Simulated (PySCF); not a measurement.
Coordinates in bohr (charge 1 multiplicity 1):
```
N     0.0000    0.0000    0.0000
O     0.0000    0.0000    2.0972
O     0.0000    0.0000   -2.0972
```

All numbers come from PySCF, PBE0, basis N def2-TZVP, O def2-TZVP (no relativity, density fitting).

This geometry of [NO2]+ is a stationary point at this level.

Problem. What is the point group?

Solution. D∞h.

Problem. Is it a minimum?

Solution. Yes: all harmonic wavenumbers are real.

Problem. Which band is strongest in the infrared?

Solution. 2525 cm⁻¹ (σu+), 397 km/mol.

Problem. Give the atomic charges and bond orders.

Solution. 
```json
{"atom": "N1", "Mulliken": "0.88", "Löwdin": "0.14", "polar tensor": "1.18", "Mayer order to N1": "–"}
{"atom": "O2,3", "Mulliken": "0.06", "Löwdin": "0.43", "polar tensor": "-0.09", "Mayer order to N1": "2.07"}
```
Other Mayer orders above 0.3: O–O 0.44.

Only a few start shapes were tried, so a lower isomer may exist.
